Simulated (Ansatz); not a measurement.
Basis-set extrapolation for C2H5NO, SMILES `C/C=N/O` (PBE0-D4/def2-TZVP geometry, frozen core, Ansatz). Multiplicity 1, RHF reference.

```json
{"": "HF", "def2-TZVPP": "-207.976480", "def2-QZVPP": "-207.986189"}
{"": "MP2 correlation", "def2-TZVPP": "-0.778974", "def2-QZVPP": "-0.834105"}
{"": "CCSD(T) correlation", "def2-TZVPP": "-0.838593", "def2-QZVPP": "not run"}
```

Energies in hartree. Use E(X) = E(∞) + A·exp(−7.88·√X) for Hartree–Fock and E(X) = E(∞) + B·X^(−2.97) for correlation, with X = 3 and 4, and add CCSD(T) minus MP2 of the smaller set to the MP2 limit.

Question: What is the CCSD(T) energy at the basis-set limit?

Answer: HF limit: -207.986189 + (-0.009709) × 0.13774 = -207.98753. MP2 limit: -0.834105 + (-0.055131) × 0.74074 = -0.87494. Higher-order term: -0.838593 − (-0.778974) = -0.05962. Total: -208.92209 hartree, 67.2 kcal/mol below CCSD(T)/def2-TZVPP.
